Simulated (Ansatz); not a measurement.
Process, species as SMILES: [SH] (SH) → H atom + S atom
B3LYP-D3(BJ)/def2-TZVP geometries, fixed; electronic energies without zero-point terms.

Energies in hartree at MP2 with Ansatz (an electronic-structure program); the atomisation energy is their sum with the coefficients shown, times 627.509 kcal/mol a hartree. All functions are spherical. Cores are frozen. Open shells are unrestricted. No added dispersion term, no relativity.

```tsv
species	coefficient	part	aug-cc-pV(D+d)Z	aug-cc-pV(T+d)Z	aug-cc-pV(Q+d)Z
[SH] (SH)	-1	Hartree-Fock	-398.09443	-398.10697	-398.11004
[SH] (SH)	-1	correlation	-0.12195	-0.15455	-0.16640
H atom	+1	Hartree-Fock	-0.49933	-0.49982	-0.49995
S atom	+1	Hartree-Fock	-397.49897	-397.50998	-397.51275
S atom	+1	correlation	-0.09191	-0.11874	-0.12857
```

Q: Predict the atomisation energy in aug-cc-pV(5+d)Z (X = 5): let each Hartree-Fock step shrink by the ratio of the last two, and fit each correlation energy at X = 3 and 4 to E + A/X^3. Compare with the run.

A: 
- [SH] (SH): steps -0.01254 and -0.00307, ratio 0.245, so Hartree-Fock -398.11079 (run: -398.11061); A = (-0.15455 - (-0.16640))/(1/27 - 1/64) = 0.5534, correlation -0.16640 - A/64 + A/125 = -0.17062 (run: -0.17167).
- H atom: steps -0.00049 and -0.00013, ratio 0.265, so Hartree-Fock -0.49998 (run: -0.49999).
- S atom: steps -0.01101 and -0.00277, ratio 0.252, so Hartree-Fock -397.51345 (run: -397.51322); A = (-0.11874 - (-0.12857))/(1/27 - 1/64) = 0.4591, correlation -0.12857 - A/64 + A/125 = -0.13207 (run: -0.13309).
Predicted 85.3 kcal/mol; the run in aug-cc-pV(5+d)Z gives 85.3, a miss of 0.0. Keeping the value in aug-cc-pV(Q+d)Z, 84.8, would miss by -0.5.
